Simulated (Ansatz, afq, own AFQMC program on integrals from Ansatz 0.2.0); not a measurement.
AFQMC on a folder of integrals that Ansatz 0.2.0 wrote.

```yaml
crystal:
  periodic: [false, false, false]
  atoms:
    - {symbol: Ge, position_ang: [0.000034, -0.000003, -0.018730]}
    - {symbol: H, position_ang: [1.465006, 0.016889, 0.452573]}
    - {symbol: H, position_ang: [-0.748285, 1.261093, 0.448403]}
    - {symbol: H, position_ang: [-0.719150, -1.277779, 0.448837]}
basis:
  gaussian: {orbitals: cc-pVDZ}
magnetization: {spin_polarized: true, initial_magnetization: 1}
correlation: {method: ccsd_t, electrons: outside_noble_gas, hamiltonian_folder: ham}
```

```sh
$ ansatz run in.yaml --threads 1 --pin off --events-out ev --progress --plain --max-ram 1843MiB
```

afq runs on the folder ham with

```
--method phaseless --trial hf --walkers 140 --populations 1 --least-time 40 --time-step 0.005 --steps-per-block 20 --equilibration-blocks 112 --max-blocks 600 --target-error 0.0009600 --factor-cut 1e-05 --start spin_pure --seed 587 --taylor-order 6
```

Times are imaginary, in 1/Eh. The walk had a cap of 534 s. Filled inner d shells are frozen with the cores.

afq prints:

```
orbitals 28  electrons 4 3  factors 220 of 455
reference energy -2077.03439614 Eh
CCSD correlation -0.11634104 Eh in 9 cycles, weight of the determinant in the CISD state 0.9309
energy of the start -2077.034432 Eh
 block  time / (1/Eh)  mean weight  energy / Eh
     1     0.100  1.0001  -2077.053936
     2     0.200  1.0004  -2077.071872
     3     0.300  1.0010  -2077.086019
     4     0.400  1.0007  -2077.095288
     5     0.500  1.0008  -2077.105872
     8     0.800  1.0005  -2077.121987
    14     1.400  0.9994  -2077.128971
    53     5.300  1.0006  -2077.152722
    92     9.200  1.0003  -2077.164620
   131    13.100  1.0009  -2077.144722
   170    17.000  1.0002  -2077.168339
   209    20.900  0.9994  -2077.177681
   248    24.800  1.0000  -2077.150053
   274    27.400  0.9992  -2077.142424
   287    28.700  1.0000  -2077.145315
   326    32.600  1.0000  -2077.150713
   365    36.500  1.0002  -2077.150265
   404    40.400  1.0001  -2077.163107
   443    44.300  0.9992  -2077.152381
   482    48.200  1.0000  -2077.169552
   521    52.100  1.0010  -2077.159902
blocks merged  error / Eh  count
     1  0.000328  420
     2  0.000442  210
     4  0.000587  105
     8  0.000732  52
    16  0.000895  26
    32  0.001131  13
energy -2077.153450 +/- 0.000895 Eh
(rows thinned)
```

The run passed its tests (sampling time, drift between the halves within three errors, error under three times the target), which doesn't prove that it has relaxed.

Against this walk (error 24.4 meV) on the same determinant: CCSD(T) 17.2 meV higher (within the noise), CCSDT(Q) 0.4 meV higher (within the noise). The error is statistical and leaves out the bias of the constraint.

Cautions: constraint bias not in the error; no relativity below Rb; no spin-orbit coupling; inner d shell frozen.

The walk took 95 s on 1 thread of Intel(R) Xeon(R) Platinum 8488C (Sapphire Rapids) (shared host). The log's last line is the phaseless energy.

CCSDT and higher add their correlation energy to the determinant of the CCSD(T) run, since their own runs factorise the integrals more tightly (a shift of under 2 meV). A walk keeps the symmetry of its determinant, which the program's search chose and which needn't be the lowest solution, so a lower state of the same spin and another symmetry isn't excluded.
